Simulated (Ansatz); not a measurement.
in.yaml

```yaml
crystal:
  periodic: [false, false, false]
  atoms:
    - {symbol: C, position_ang: [0.000000, 0.178843, 1.471596]}
    - {symbol: As, position_ang: [0.000000, -0.042436, -0.259471]}
    - {symbol: H, position_ang: [0.000000, -0.426527, 2.370116]}
    - {symbol: H, position_ang: [0.000000, 1.449772, -0.618924]}
basis:
  gaussian: {orbitals: cc-pVDZ}
magnetization: {spin_polarized: false, initial_magnetization: 1}
correlation: {method: sc_nevpt2, electrons: outside_noble_gas, active_space: {window: {electrons: 11, orbitals: 10}, shells: [{species: As, l: s, shell: 4}, {species: As, l: p, shell: 4}, {species: C, l: s, shell: 2}, {species: C, l: p, shell: 2}, {species: H, l: s, shell: 1}]}}
```

```sh
$ ansatz run in.yaml --threads 1 --pin off --events-out ev --progress --plain --max-ram 4096MiB --backend cpu
```

Problem. Roughly how long does this take on 1 thread of AMD EPYC 7R13, shared host, and how much host memory?

Solution. 9 s wall and 0.2 GiB.

```
989 factors; integrals over basis functions are off by at most 1.5e-7 eV
mean field evaluation 1: about -61852.3415 eV, gradient 1.6e1 eV
mean field evaluation 2: about -61852.3434 eV, gradient 1.6e1 eV
mean field evaluation 4: about -61853.7763 eV, gradient 2.6e0 eV
mean field evaluation 8: about -61853.9147 eV, gradient 2.6e-3 eV
mean field evaluation 16: about -61853.9118 eV, gradient 5.6e-1 eV
mean field evaluation 32: about -61853.9147 eV, gradient 6.6e-3 eV
mean field evaluation 64: about -61851.2655 eV, gradient 3.1e-2 eV
mean field -61853.91473092 eV, -2273.0894402719 hartree, gradient 3.0e-6 eV, S^2 0.750000; 6 other end points of the search recorded, 0 dependent functions left out
reference -61853.91473092 eV, -2273.0894402719 hartree; 21, 20 occupied and 30, 31 virtual orbitals, 989 factors
state -61856.93644591 eV, -2273.2004862496 hartree
state -61856.93644591 eV, -2273.2004862496 hartree; corrected -61860.28274188 eV, -2273.3234603586 hartree
Total energy: -61860.28274188 eV, -2273.3234603586 hartree
Checks for a lower state left out: starts, orbital_swaps
```

Natural occupations: 1.9919 1.9778 1.9673 1.9636 1.8787 1.0074 0.1255 0.0360 0.0312 0.0207.

For the same geometry and basis RCCSDTQ lies 957.5 meV lower.
